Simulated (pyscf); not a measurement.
Structures and frequencies: ωB97X-D3(BJ)/def2-SVP in PySCF. Correlated levels are frozen-core, on RHF or UHF. ΔMP2 is the change of the MP2 total energy from the triple- to the quadruple-zeta basis.

Task: What is the homolytic dissociation enthalpy (298 K, CCSD(T)/def2-TZVPP + ΔMP2(QZVPP)) of the B–Cl bond of HO–B(Cl)–Cl (SMILES OB(Cl)Cl), to [HO–B–Cl]• + Cl•?

Result: B–Cl to [HO–B–Cl]• + Cl•: 120.3 kcal/mol. The radicals are drawn with the spin at the cut bond; how far it spreads was not checked. Other isomers of [HO–B–Cl]• were not searched in full and may lie lower. The CCSD(T) − MP2 part came from Ansatz, without density fitting, on the same reference. Left out: the spin-orbit lowering of Cl.
